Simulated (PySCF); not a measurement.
All values below come from PySCF 2.14.0 with BP86-D3(BJ)/def2-TZVP // BP86-D3(BJ)/def2-SVP. All species are isolated molecules in the gas phase. 

Reference species (SMILES): `[OH]` (neutral, multiplicity 2).

```
Property                         Result
-----------------------------  --------
highest occupied spin orbital  -7.30 eV
dipole moment                    1.74 D
```

Changed species: `C[N]C` (free radical N(CH3)2; the reference has free radical OH).

Q: Predict the effect on the highest occupied spin orbital and dipole moment.

A: the highest occupied spin orbital rises by 1.64 eV, to -5.66 eV; the dipole moment stays essentially unchanged.
